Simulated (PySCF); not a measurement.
Telling isomers of C4H7N apart by NMR

One computed conformer, one averaged value for each set of equivalent atoms, isolated molecule, non-relativistic Hamiltonian. Geometry from PBE0-D3(BJ)/def2-SVP; couplings computed with B3LYP/pcJ-1 (spin–dipole term left out of most H,H and C,H couplings); shieldings: GIAO PBE0/pcSseg-1; PySCF 2.14.

δ = σ(ref) − σ, references computed at the same level: $^{1}$H, $^{13}$C vs TMS. Multiplet labels drop J under 1 Hz and among equivalent protons, and merge close values. Unscaled 3J(H,H) run several per cent high. Vicinal couplings that depend on rotamer populations or ring flexing (ring, CH–CH, X–H and H–F types) are those of the one conformer. Shifts are as computed. Against solution values, carbons near 30 ppm lie about +2 ppm off and those near 130 ppm about +5 ppm. Of 1211 compounds with measured shifts, 218 miss one by over three times the rms of a fit or turn the order of signals round; such compounds aren't used in these exercises. OH and NH positions are gas-phase values without hydrogen bonding to other molecules.

(1) Tabulate the signals of `[H]/N=C\C1CC1`, `N[C@H]1[C@H]2C[C@@H]12` and their relative energies.

(2) What is the quickest way to tell [H]/N=C\C1CC1 from N[C@H]1[C@H]2C[C@@H]12?

Results:

(1) 
| SMILES | carbon types | δC | δH | E rel. (kcal/mol) |
| --- | --- | --- | --- | --- |
| [H]/N=C\C1CC1 | 2×CH 2×CH2 | 181.3, 15.0, 12.0 | 9.33 (br s, 1H), 8.29 (d, 1H), 1.21 (ttd, 1H), 0.85 (m, 2H), 0.52 (m, 2H) | 0.0 |
| N[C@H]1[C@H]2C[C@@H]12 | 3×CH 1×CH2 | 55.2, 27.2, 8.6 | 3.50 (q, 1H), 2.19 (d, 1H), 1.54 (t, 2H), 1.41 (qd, 1H), 0.16 (br s, 2H) | 18.8 |

Energies are electronic energies at PBE0/pcSseg-1 on these geometries, without zero-point or thermal terms, each for the one conformer computed, which needn't be the lowest.

(2) Both give the same number of carbon signals, but DEPT or the intensities differ. The first has a C=N carbon (CH) at 181.3 ppm, the second a three-membered-ring carbon (CH) at 55.2 ppm. In the proton spectra the most deshielded non-exchanging signals are 8.29 (d, J = 4.7 Hz, 1H) and 3.50 (q, J = 3.0 Hz, 1H).
